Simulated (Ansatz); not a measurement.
Geometry optimisation, RKS B3LYP/def2-SVP in Ansatz 0.2.0.

The input (input.yaml):

```yaml
crystal:
  periodic: [false, false, false]
  atoms:
    - { symbol: B, position_ang: [0.122971, 0.512813, -0.236888] }
    - { symbol: O, position_ang: [-0.215798, -0.364327, 2.204119] }
    - { symbol: H, position_ang: [-1.182089, -0.425194, 2.214223] }
    - { symbol: H, position_ang: [1.166595, -0.069077, -0.35274] }
    - { symbol: H, position_ang: [-0.930679, 0.064469, -0.609128] }
    - { symbol: "N", position_ang: [0.158063, 1.901972, 0.25936] }
    - { symbol: H, position_ang: [1.033053, 2.373932, 0.458376] }
    - { symbol: H, position_ang: [-0.655188, 2.506346, 0.270115] }
    - { symbol: H, position_ang: [-0.057228, 0.602467, 2.094562] }
basis:
  gaussian: { orbitals: def2-SVP }
hamiltonian:
  xc: b3lyp
relax:
  f_tol: 0.03
  max_steps: 50
```

Run as:

```bash
$ ansatz run input.yaml --threads 1 --pin off --max-ram 2048MiB --backend cpu --events-out ev --progress --plain --runs-dir out
```

Where does it end, and by what steps?

The run converged. After 8 steps the energy has fallen by 0.129 eV; O2 moved furthest, 0.31 Å.

```json
{"step": "0", "energy less start (eV)": "0.0000", "largest force component (eV/Å)": "2.174", "accepted": "yes"}
{"step": "1", "energy less start (eV)": "-0.0120", "largest force component (eV/Å)": "1.863", "accepted": "yes"}
{"step": "2", "energy less start (eV)": "-0.0996", "largest force component (eV/Å)": "0.873", "accepted": "yes"}
{"step": "3", "energy less start (eV)": "-0.0762", "largest force component (eV/Å)": "0.590", "accepted": "no"}
{"step": "4", "energy less start (eV)": "-0.1258", "largest force component (eV/Å)": "0.249", "accepted": "yes"}
{"step": "5", "energy less start (eV)": "-0.1281", "largest force component (eV/Å)": "0.074", "accepted": "yes"}
{"step": "6", "energy less start (eV)": "-0.1288", "largest force component (eV/Å)": "0.140", "accepted": "yes"}
{"step": "7", "energy less start (eV)": "-0.1294", "largest force component (eV/Å)": "0.032", "accepted": "yes"}
{"step": "8", "energy less start (eV)": "-0.1295", "largest force component (eV/Å)": "0.020", "accepted": "yes"}
```

```xyz
9
Properties=species:S:1:pos:R:3
B 0.144 0.583 -0.324
O -0.262 -0.299 2.503
H -1.149 -0.557 2.215
H 1.170 -0.028 -0.473
H -0.927 0.124 -0.639
N 0.188 1.878 0.201
H 1.057 2.349 0.435
H -0.627 2.476 0.281
H -0.154 0.577 2.103
```

Whether the end is a true minimum wasn't checked by a vibrational analysis.

The run took 22 s on 1 thread of Arm Neoverse V1 (shared host), peak memory 0.14 GiB.
